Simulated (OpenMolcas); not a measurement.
# NO+ (nitrosonium): CCSD(T)/6-311++G(2d,2p)

What is the vertical electron affinity of NO+ (nitrosonium) at CCSD(T)/6-311++G(2d,2p)? 

The results are computed with OpenMolcas 26.06.

2 further runs of the same task are left out: 2 for a known fault of the program.

**1. The molecule**

NO+ has 2 atoms, charge +1, and is taken as a singlet. As SMILES, `N#[O+]`. The bond length is the measured one.

Bond lengths: N1–O2 1.063 Å.

**2. The energy at CCSD(T)/6-311++G(2d,2p)**

Contents of job.inp:

```
&GATEWAY
BasLib=$CurrDir
Coord
2
angstrom
N        0.000000       0.000000       0.000000
O        0.000000       0.000000       1.063220
Basis=6-311ppG2d2p
Group=NoSym
&SEWARD
&SCF
Charge=1
PrOrbitals=1 1
&RASSCF
FileOrb=$Project.ScfOrb
Spin=1
Nactel=0 0 0
Inactive=7
Ras2=0
OutOrbitals=Canonical
OrbListing=Nothing
&MOTRA
JobIph
Frozen=2
&CCSDT
CCT
Triples=2
Iterations=50
Extrapolation=5 4
```

The basis set 6-311++G(2d,2p) is read from a file made from the Basis Set Exchange's data (not shown).

Run with:

```sh
$ export MOLCAS_MEM=1860
$ pymolcas job.inp > job.log
```

The log of the run, cut to the lines that bear on the results:

```text
--- Start Module: gateway ---
[...]
--- Stop Module: gateway /rc=_RC_ALL_IS_WELL_ ---
[...]
      Basis functions           54
[...]
       Convergence after  13 Iterations
[...]
::    Total SCF energy                               -128.9540894923
[...]
      Total spin, S                                     0.0000000000
[...]
      Number of active orbitals                  0
[...]
      Spin quantum number                      0.0
[...]
      Active orbitals                            0
[...]
      Number of CSFs                             1
[...]
      Number of root(s) required                 1
[...]
      Convergence after  4 iterations
[...]
      Natural orbitals and occupation numbers for root  1
      ************************************************************************************************************************
      *                                                    Final results                                                     *
      ************************************************************************************************************************
[...]
::    RASSCF root number  1 Total energy:   -128.95408949
[...]
      Total electronic charge=   14.000000
      Total            charge=    1.000000
[...]
      Dipole Moment (debye):
      Origin of the operator (angstrom)=    0.0000    0.0000    0.5669
                   X= -2.4982E-16               Y=  4.7081E-16               Z= -6.4837E-01           Total=  6.4837E-01
      Center of Charge (angstrom)
[...]
--- Start Module: motra ---
[...]
      *** WARNING: Default frozen orbitals is overwritten by user input.
      *** Default values:   2
[...]
--- Stop Module: motra /rc=_RC_ALL_IS_WELL_ ---
--- Start Module: ccsdt ---
[...]
      Convergence after                    14  Iterations
      Total energy (diff) :    -129.32292795      -0.00000009
[...]
 METHOD                       : CCSD+T(CCSD)+<T3(1)WT1> = CCSD(T)
[...]
       CCSD     =      -129.3229279526219
[...]
--- Stop Module: ccsdt /rc=_RC_ALL_IS_WELL_ ---
[...]
```

It took 4.5 s on 1 thread of Arm Neoverse V1, shared host; peak memory 0.39 GiB.

**3. Doublet neutral NO, same level**

Contents of job.input:

```
>>> EXPORT MOLCAS_PRINT=2

&gateway
  baslib
  $CurrDir
  coord
  2
  angstrom
  N        0.000000       0.000000       0.000000
  O        0.000000       0.000000       1.063220
  basis
  6-311ppG2d2p
  group
  NoSym

&seward

&scf
  uhf
  spin
  2
  prorbitals
  1 1

&rasscf
  fileorb
  $Project.UnaOrb
  spin
  2
  nactel
  1 0 0
  inactive
  7
  ras2
  1
  outorbitals
  Canonical
  orblisting
  Nothing

&motra
  jobiph
  frozen
  2

&ccsdt
  cct
  triples
  3
  iterations
  50
  extrapolation
  5 4
```

The basis set 6-311++G(2d,2p) is read from a file made from the Basis Set Exchange's data (not shown).

Run with:

```sh
$ export MOLCAS_MEM=1860
$ pymolcas job.input > job.log
```

The log of the run, cut to the lines that bear on the results:

```text
--- Start Module: gateway ---
[...]
--- Stop Module: gateway /rc=_RC_ALL_IS_WELL_ ---
[...]
      Basis functions           54
[...]
       Convergence after  15 Iterations
[...]
::    Total SCF energy                               -129.2822143125
[...]
      Total spin, S                                     0.5056292763
[...]
      Number of active orbitals                  1
[...]
      Spin quantum number                      0.5
[...]
      Active orbitals                            1
[...]
      Number of CSFs                             1
[...]
      Number of root(s) required                 1
[...]
      Convergence after 10 iterations
[...]
      printout of CI-coefficients larger than  0.05 for root  1
      energy=    -129.275737
      conf/sym  1     Coeff  Weight
             1  u   1.00000 1.00000
      Natural orbitals and occupation numbers for root  1
      sym 1:   1.000000
      ************************************************************************************************************************
      *                                                    Final results                                                     *
[...]
::    RASSCF root number  1 Total energy:   -129.27573695
[...]
      Total electronic charge=   15.000000
      Total            charge=   -0.000000
[...]
      Dipole Moment (debye):
      Origin of the operator (angstrom)=    0.0000    0.0000    0.5669
                   X= -1.1340E-08               Y=  1.7300E-08               Z=  6.4920E-02           Total=  6.4920E-02
      Quadrupole Moment (debye*angstrom):
[...]
--- Start Module: motra ---
[...]
      *** WARNING: Default frozen orbitals is overwritten by user input.
      *** Default values:   2
[...]
--- Stop Module: motra /rc=_RC_ALL_IS_WELL_ ---
--- Start Module: ccsdt ---
[...]
      Convergence after                    16  Iterations
      Total energy (diff) :    -129.63796882      -0.00000004
[...]
 METHOD                       : CCSD+T(CCSD)+<T3(1)WT1>+<T3(1)UT2> = CCSD(T)
[...]
       CCSD     =      -129.6379688200139
[...]
--- Stop Module: ccsdt /rc=_RC_ALL_IS_WELL_ ---
[...]
```

Run time: 6 s. Hardware: 1 thread of Arm Neoverse V1, shared host; peak memory 0.39 GiB.

**4. Outcome**

At CCSD(T)/6-311++G(2d,2p), 2 core orbitals frozen:

| quantity | value |
| --- | --- |
| singlet NO+: total energy | -129.34088 Eh |
| singlet NO+: HOMO energy (Hartree–Fock orbitals) | -31.06 eV |
| singlet NO+: LUMO energy (Hartree–Fock orbitals) | -7.65 eV |
| singlet NO+: HOMO–LUMO gap (Hartree–Fock orbitals) | 23.41 eV |
| singlet NO+: correlation energy (2 core orbitals frozen) | -386.8 mEh |
| singlet NO+: (T) correction | -17.95 mEh |
| doublet neutral NO: total energy | -129.65258 Eh |
| doublet neutral NO: (T) correction | -14.62 mEh |
| vertical electron affinity (to the doublet neutral) | 8.482 eV |

At fixed nuclei the extra electron is bound by 8.48 eV (196 kcal/mol). The triples (singlet NO+) make up 4.6 % of the correlation energy.
